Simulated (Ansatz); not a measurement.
A further run on the cluster Al2H⁻ (the lowest singlet isomer of a short search).

```yaml
crystal:
  periodic: [false, false, false]
  atoms:
    - {symbol: Al, position_ang: [0.089920, -0.204692, -0.498772]}
    - {symbol: Al, position_ang: [1.354175, 0.959839, 1.361103]}
    - {symbol: H, position_ang: [-1.444105, -0.755146, -0.862341]}
basis:
  gaussian: {orbitals: ANO-RCC-VTZP}
total_charge: -1
magnetization: {spin_polarized: true, initial_magnetization: 2}
hamiltonian: {xc: {name: rPW86-PBE}, dispersion: d4}
scf: {lower_state_search: light}
```

```sh
$ ansatz run in.yaml --threads 4 --pin off --events-out ev --progress --plain --max-ram 3916MiB
```

Output, abridged:

```
Functional definition: rPW86-PBE
773 factors; their error is unknown
mean field evaluation 1: about -13248.1940 eV, gradient 7.6e0 eV
mean field evaluation 2: about -13248.1204 eV, gradient 7.8e0 eV
mean field evaluation 4: about -13248.7141 eV, gradient 8.7e-1 eV
mean field evaluation 8: about -13248.7252 eV, gradient 5.5e-2 eV
mean field evaluation 16: about -13248.7129 eV, gradient 3.1e-4 eV
mean field -13248.71289519 eV, -486.8812185981 hartree, gradient 1.9e-5 eV, S^2 2.024999; 0 other end points of the search recorded, 0 dependent functions left out
reference -13248.71299838 eV, -486.8812223903 hartree; 15, 13 occupied and 67, 69 virtual orbitals, 773 factors
Total energy: -13248.81153818 eV, -486.8848436611 hartree
Relativity: scalar
```

Hardware: 4 threads of Arm Neoverse V2 on a shared host. Wall time 2.6 s.

DK, ANO-RCC and x2c sets are all-electron and run with scalar relativity unless a key says otherwise. The highest occupied level of an anion often lies above zero with these methods, and sets without diffuse functions describe the outer electron poorly.
